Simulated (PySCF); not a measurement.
Spectrum to structure. Theory: PySCF, TDDFT CAM-B3LYP/def2-SVPD, vertical, gas phase, core orbitals frozen in the response. Geometries: PBE0-D3(BJ)/def2-SVP, one conformer each.

| state | ν̃ (cm⁻¹) | f | main configurations (H = HOMO, L = LUMO) |
| --- | --- | --- | --- |
| S1 | 30510 | 0.0003 | H→L (92%) |
| S2 | 40970 | 0.0001 | H-2→L (91%) |
| S3 | 47290 | 0.287 | H-1→L (93%) |
| S4 | 49560 | 0.0002 | H-1→L+1 (92%) |
| S5 | 54780 | 0.222 | H→L+1 (93%) |
| S6 | 61410 | 0.0079 | H→L+2 (68%), H-2→L+2 (13%) |
| S7 | 62900 | 0.014 | H-1→L+2 (75%), H→L+5 (11%) |
| S8 | 62910 | 0.274 | H-2→L+1 (75%), H→L+3 (11%) |
| S9 | 63080 | 0.0004 | H→L+5 (74%), H-1→L+2 (11%) |
| S10 | 64500 | 0.069 | H-2→L+2 (44%), H→L+3 (36%), H-2→L+1 (8%) |

Question: Which structure fits? All have the formula C4H4O.
A. `C=C=CC=O`
B. `C#CCC=O`
C. `c1c(c1=O)C`

Answer: A. Its S1, at 3.78 eV, is the lowest among the candidates; the nearest of the others has S1 at 4.32 eV. S1 is HOMO→LUMO (92%). Löwdin shares by element: HOMO oxygen 53%, carbon 25% or more, hydrogen 8% or more; LUMO carbon 62% or more, oxygen 20% (atoms not listed hold the other 18%). At the same level the other candidates give, for their lowest levels:
- `C#CCC=O`: 4.32 eV (f 0.000); 6.34 eV (f 0.001); 6.64 eV (f 0.009); 6.71 eV (f 0.002); 7.03 eV (f 0.002); T1 3.72 eV; HOMO -9.14, LUMO 0.05 eV
- `Cc1cc1=O`: 4.63 eV (f 0.000); 5.55 eV (f 0.000); 6.37 eV (f 0.006); 6.82 eV (f 0.083); 7.47 eV (f 0.049); T1 4.21 eV; HOMO -8.21, LUMO 0.37 eV

Conformer computed: `[CH2:1]=[C:2]=[CH:3][CH:4]=[O:5]`: C2–C3–C4–O5 0°.
Triplets come from the Tamm–Dancoff approximation.
